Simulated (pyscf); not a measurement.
Structures and frequencies: ωB97X-D3(BJ)/def2-SVP in PySCF. Correlated levels are frozen-core, on RHF or UHF. ΔMP2 is the change of the MP2 total energy from the triple- to the quadruple-zeta basis.

**Question.** Estimate the classical barrier height and the reaction energy of H₂B–NH–SiH₃ + water (H₂O) → silylamine (H₂N–SiH₃) + H₂B–OH at CCSD(T)/def2-TZVPP + ΔMP2(QZVPP). The step runs on the singlet surface, breaks B–N, H–O and forms H–N, B–O; take the separated reactants as zero.

**Answer.** ΔE‡ = 13.3 kcal/mol, ΔE = +0.1 kcal/mol. Zero-point energy shifts the barrier by +1.1 kcal/mol. It is a four-centre exchange, with an imaginary mode of 1332i cm⁻¹. On the product side the descent ends in an adduct with a B–N contact, 9.6 kcal/mol under the separated species and 21.6 kcal/mol under the saddle at ωB97X-D3(BJ)/def2-TZVP. What is counted as broken (B–N) persists as a longer contact in the product adduct; parting that adduct is a step of its own. The reactants may also form a dative adduct at H₂B–NH–SiH₃; it and routes through it were not searched. At ωB97X-D3(BJ) the barrier from the zero used here is 10.9 kcal/mol. One saddle was located; it need not be the lowest between these sides. The CCSD(T) − MP2 part came from Ansatz, without density fitting, on the same reference.
